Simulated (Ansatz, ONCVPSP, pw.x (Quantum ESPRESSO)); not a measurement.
## From atom to crystal: ONCV potential for tungsten (W)

ONCVPSP 4.0.1.1 (patched build) input, shortened (lines: element, Z, core and valence counts, functional; n l f; lmax; l rc ep ncon nbas qcut; lloc lpopt rc5 dvloc0; l nproj debl; icmod fcfact rcfact), PBEsol, scalar-relativistic:

```
  W 74.00   11    3  -116133      upf
    1    0    2.00
    2    0    2.00
    2    1    6.00
    3    0    2.00
    3    1    6.00
    3    2   10.00
    4    0    2.00
    4    1    6.00
    4    2   10.00
    4    3   14.00
    5    0    2.00
    5    1    6.00
    5    2    4.00
    6    0    2.00
    3
    0    2.55    0.00    4    7    2.50
    1    1.85    0.00    3    7    7.50
    2    2.15    0.00    5   10    6.10
    3    2.70    0.34    4    8    4.40
    4    5    1.55    0.00
    0    2    3.10
    1    3    3.40
    2    2    2.10
    3    2    0.40
    3    5.50    1.30
```

Atomic tests: cutoffs needed: 14 Ha and 19 Ha (the cutoffs (Ha) at which the residual kinetic energy of the hardest occupied pseudo-wave falls to 1 and 0.1 mHa per electron); ghost test: ghosts flagged at negative energy: s at -23.7 eV; GHOST(+) flagged for f at 472.6 eV; a true bound ghost makes a file unfit for plane-wave use; configuration tests: 1 of 4 tests not solved or not reliable.

Crystal test: diamond W in pw.x 7.5, no spin, 8³ k-points, Fermi–Dirac smearing 0.01 Ry, cutoffs 50/200 Ry. The reference is all-electron LAPW (Ansatz 0.2.0) with the same functional, mesh and smearing; V0 and B0 come from Birch–Murnaghan fits to the pressures at five volumes. Errors are pseudo minus all-electron; Δ is the rms difference of the E(V) curves that follow from these fits, minima aligned, over ±6 % about the mean V0. Mesh and smearing are coarse, so the numbers serve the comparison and aren't converged zero-temperature values; the lattice is a test structure that the element need not adopt.

| V (Å³/atom) | P all-electron (GPa) | P pseudo (GPa) |
| --- | --- | --- |
| 22.719 | 7.14 | 17.04 |
| 23.317 | 3.29 | 13.65 |
| 23.915 | -0.12 | 10.61 |
| 24.513 | -3.15 | 7.87 |
| 25.111 | -5.84 | 5.40 |

All-electron: a0 = 5.760 Å (V0 = 23.89 Å³/atom), B0 = 129.0 GPa.

Pseudopotential: mean pressure error (GPa): +10.65. The pressure does not cross zero within the volumes sampled, so no fit is given. The largest radius (2.70 bohr) exceeds half the bond length (2.36 bohr), so the spheres overlap, which is one possible source of error among others. This is a poor potential for the solid. Note: ghosts flagged at negative energy: s at -23.7 eV; GHOST(+) flagged for f at 472.6 eV. A true bound ghost makes a file unfit for plane-wave use. Atomic configuration tests: 1 of 4 tests not solved or not reliable.

Q: At the middle volume, how do free energy and pressure move when the wave cutoff is lowered (ecutrho kept at four times it)?

A:

| cutoff (Ry) | shift of F (meV/atom) | shift of P (GPa) |
| --- | --- | --- |
| 22 | +6143.4 | -137.44 |
| 30 | +577.4 | -27.54 |
| 40 | +21.7 | -0.84 |

The run at the middle volume (29 k-points, 30 iterations) took about 98 s on one core of a shared host (Neoverse-N1, 64 threads, 124 GiB, load 57).
